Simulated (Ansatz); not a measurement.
**BSiH₂ (quartet): wave-function methods side by side at distance Si1–B2 = 1.745 Å, cc-pVTZ**

The task here is to estimate one member of a computed series from the others.

Program: Ansatz 0.2.0, Gaussian basis. Level of theory: cc-pVTZ, core rule «outside noble gas», up to 6 orbitals frozen. These are calculated values, not measurements.

Plan: UHF; CCSD(T) on ROHF; CCSD(T) on UHF; BCCD(T) on ROHF; CCSDT(Q) on ROHF; CCSDT(Q) on UHF; CASSCF and NEVPT2, 5 electrons in 5 orbitals; CASSCF and NEVPT2, 9 electrons in 10 orbitals.

2 further runs of the same task are left out: 2 that didn't finish. Runs told in other sessions of the task aren't counted.

## The system

The geometry derives from a PBE0/def2-TZVP stationary point (not a proven minimum). One bond is set to the value named and the two fragments are kept rigid.

4 atoms, charge 0, spin multiplicity 4.

Atoms are counted from 1 here; the program's logs count them from 0.

Bond lengths: Si1–B2 1.745 Å, Si1–H3 1.512 Å, B2–H4 1.193 Å. Angles: B2–Si1–H3 126.7°, Si1–B2–H4 134.2°.

Set-up of the first run:

File in.yaml:

```yaml
crystal:
  periodic: [false, false, false]
  atoms:
    - {symbol: Si, position_ang: [0.000000, -0.047405, 0.502643]}
    - {symbol: B, position_ang: [0.000000, -0.059663, -1.242314]}
    - {symbol: H, position_ang: [0.000000, 1.170727, 1.398197]}
    - {symbol: H, position_ang: [0.000000, 0.790116, -2.079116]}
basis:
  gaussian: {orbitals: cc-pVTZ}
magnetization: {spin_polarized: true, initial_magnetization: 3}
hamiltonian: {xc: hf}
output: {orbitals: {seedname: orbitals}}
```

The run is started by

```bash
$ ansatz run in.yaml --threads 1 --pin off --events-out ev --progress --plain --max-ram 4096MiB --backend cpu
```

Among the steps run: UHF; CCSD(T) on ROHF; CCSD(T) on UHF; BCCD(T) on ROHF; CCSDT(Q) on ROHF; CCSDT(Q) on UHF; CASSCF and NEVPT2, 5 electrons in 5 orbitals; CASSCF and NEVPT2, 9 electrons in 10 orbitals.

One of the session's tables, all rows but one given; the rest of the session is left out.

```
        method  from UCCSDT(Q) (kJ/mol)
          ROHF                   +533.1
           UHF                   +521.7
          RMP2                   +105.7
          UMP2                   +107.6
         RCCSD                    +24.0
         UCCSD                    +23.6
      RCCSD(T)                     +4.6
      UCCSD(T)                     +4.6
       BCCD(T)                        ?
        RCCSDT                     +1.0
        UCCSDT                     +0.9
     RCCSDT(Q)                     +0.2
     UCCSDT(Q)                        0
   CASSCF pair                   +495.4
   NEVPT2 pair                   +115.3
CASSCF valence                   +376.8
NEVPT2 valence                    +96.2
```

Q: Estimate the row for BCCD(T) from the others.

**Answer.** from UCCSDT(Q) (kJ/mol): +4.5. In the column «from UCCSDT(Q) (kJ/mol)» it lies between RCCSDT (+1.0) and RCCSD(T) (+4.6).

Limits of these values: Restricted and unrestricted rows rest on different reference determinants; a gap between their highest levels can come from leftover correlation error, from unlike frozen cores or from another state.
